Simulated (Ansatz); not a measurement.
**CH₅NSi: one species, many methods**

How much do the methods differ for CH₅NSi? The plan is to run it at one geometry with functionals of several rungs and with coupled cluster, and see how far each lands from CCSD(T) at the basis-set limit for the atomisation energy.

Computed with Ansatz 0.2.0, Gaussian basis. Level: functionals in def2-TZVPP, the program's frozen cores in correlated methods.

Levels to be run: LDA (SPW92), PBE-D4, revPBE-D4, BLYP-D4, r2SCAN-D4, B97M-V, PBE0-D4, B3LYP-D4, r2SCANh-D4, r2SCAN0-D4, HSE06-D4, BHLYP-D4, CAM-B3LYP-D4, LC-ωPBE, ωB97X-V, ωB97M-V, B2PLYP, PBE-QIDH; CCSD(T)/def2-SVP; CCSD(T)/def2-TZVPP; MP2/def2-QZVPP; extrapolation to the limit; RPA on PBE.

**1. The geometry**

All runs share one geometry, relaxed beforehand with PBE0-D4 in a triple-zeta def2 set.

SMILES `C1N[SiH2]1`, 8 atoms, charge 0, spin multiplicity 1.

Atoms are counted from 1 here; the program's logs count them from 0.

Bond lengths: C1–N2 1.494 Å, C1–Si3 1.829 Å, C1–H4 1.087 Å, C1–H5 1.090 Å, N2–Si3 1.724 Å, N2–H6 1.009 Å, Si3–H7 1.481 Å, Si3–H8 1.478 Å. Angles: N2–C1–Si3 61.5°, N2–C1–H4 114.1°, N2–C1–H5 117.2°, Si3–C1–H4 123.6°, Si3–C1–H5 117.4°, H4–C1–H5 113.0°, C1–N2–Si3 68.8°, C1–N2–H6 116.0°, Si3–N2–H6 124.6°, C1–Si3–N2 49.6°, C1–Si3–H7 117.8°, C1–Si3–H8 124.7°, N2–Si3–H7 120.5°, N2–Si3–H8 116.7°, H7–Si3–H8 113.1°.

Geometry (Å):

```xyz
8
CH5NSi
C    -0.61813    0.32452   -0.62526
N    -0.31386    0.57772    0.81523
Si    0.56908   -0.77920    0.22178
H    -1.65382    0.05864   -0.81945
H    -0.21582    1.03065   -1.35099
H     0.09254    1.47612    1.02944
H     2.00330   -0.64899   -0.12507
H     0.22890   -2.09666    0.79842
```

**2. LDA**

This LDA is Slater exchange with PW92 correlation.

in.yaml

```yaml
crystal:
  periodic: [false, false, false]
  atoms:
    - {symbol: C, position_ang: [-0.618133, 0.324524, -0.625261]}
    - {symbol: N, position_ang: [-0.313857, 0.577719, 0.815229]}
    - {symbol: Si, position_ang: [0.569076, -0.779196, 0.221784]}
    - {symbol: H, position_ang: [-1.653817, 0.058637, -0.819449]}
    - {symbol: H, position_ang: [-0.215815, 1.030645, -1.350992]}
    - {symbol: H, position_ang: [0.092544, 1.476125, 1.029444]}
    - {symbol: H, position_ang: [2.003297, -0.648989, -0.125075]}
    - {symbol: H, position_ang: [0.228904, -2.096663, 0.798418]}
basis:
  gaussian: {orbitals: def2-TZVPP}
hamiltonian: {xc: lda}
output: {orbitals: {seedname: orbitals}}
```

Command:

```sh
ansatz run in.yaml --threads 2 --pin off --events-out ev --progress --plain --max-ram 4352MiB
```

Further steps of the session: PBE-D4 (GGA); revPBE-D4 (GGA); BLYP-D4 (GGA); r2SCAN-D4 (meta-GGA); B97M-V (meta-GGA); PBE0-D4 (hybrid); B3LYP-D4 (hybrid); r2SCANh-D4 (hybrid); r2SCAN0-D4 (hybrid); HSE06-D4 (hybrid); BHLYP-D4 (hybrid); CAM-B3LYP-D4 (range-separated); LC-ωPBE (range-separated); ωB97X-V (range-separated); ωB97M-V (range-separated); B2PLYP (double hybrid); PBE-QIDH (double hybrid); CCSD(T) in def2-SVP; CCSD(T) in def2-TZVPP; MP2 in def2-QZVPP; RPA on PBE orbitals.

**Question.** What will the summary of the whole plan be? Wanted: atomisation energy, CCSD(T)/CBS; farthest beyond LDA; mean size of error, GGA; mean size of error, meta-GGA; mean size of error, hybrid; mean size of error, range-separated; mean size of error, double hybrid; gap, smallest and largest; T1 diagnostic.

**Answer**, as computed:

| quantity | value |
| --- | --- |
| atomisation energy, CCSD(T)/CBS | 2698.2 kJ/mol |
| functionals within 13.5 kJ/mol (0.5 %) | revPBE-D4, BLYP-D4, r2SCAN-D4, B97M-V, PBE0-D4, B3LYP-D4, HSE06-D4, LC-ωPBE |
| farthest beyond LDA | BHLYP-D4 (-73.2 kJ/mol) |
| mean size of error, GGA | 21.5 kJ/mol |
| mean size of error, meta-GGA | 6.3 kJ/mol |
| mean size of error, hybrid | 23.9 kJ/mol |
| mean size of error, range-separated | 14.9 kJ/mol |
| mean size of error, double hybrid | 27.9 kJ/mol |
| gap, smallest and largest | 4.53 eV (BLYP-D4), 11.51 eV (LC-ωPBE) |
| T1 diagnostic | 0.0123 |
| triples share of the correlation energy | 4.0 % |

What this shows: The LDA atomisation energy is off by 387.4 kJ/mol (14 %): it overbinds. PBE-D4 misses by +48.3 kJ/mol. Double hybrids carry the basis error of their MP2 part in triple zeta, and no dispersion term here, so their miss is partly the set-up's. Taken by rung, meta-GGA functionals do best (6.3 kJ/mol on average) and double hybrid ones worst beyond LDA (27.9 kJ/mol). The reference freezes the cores and leaves out relativity and excitations past (T), so misses under about 13.5 kJ/mol can't be ranked. Hartree-Fock recovers 70 % of the binding; the rest is correlation. CCSD(T) in def2-SVP is off by -197.0 kJ/mol, so the small basis spoils what the method gains. The gap grows from 4.5 to 11.5 eV across the functionals, mostly with the share of exact exchange.
